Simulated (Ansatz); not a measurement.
All numbers below come from DFT, BLYP, plane waves (420 eV) with PAW, scalar-relativistic in Ansatz. (PAW data from PBE, frozen cores regenerated.)

An element in the bcc structure gives this curve. The cell is scaled uniformly from the relaxed one, with fractional coordinates and shape fixed. Energies are extrapolated to zero smearing, pressures are those at the given smearing. Magnetic state: spin not included.

| V (Å³/atom) | E − E₀ (meV/atom) | P (GPa) |
| --- | --- | --- |
| 66.378 | 13.8 | 0.54 |
| 69.395 | 5.8 | 0.33 |
| 72.412 | 1.4 | 0.16 |
| 75.429 | 0.0 | 0.02 |
| 78.446 | 1.0 | -0.10 |
| 81.464 | 4.0 | -0.19 |
| 84.481 | 8.6 | -0.27 |

Q: Which element is it?
A. potassium
B. europium
C. caesium
D. rubidium

A: A. Its fit is V₀ = 75.57 Å³/atom, B₀ = 3.2 GPa, B₀′ = 4.0.
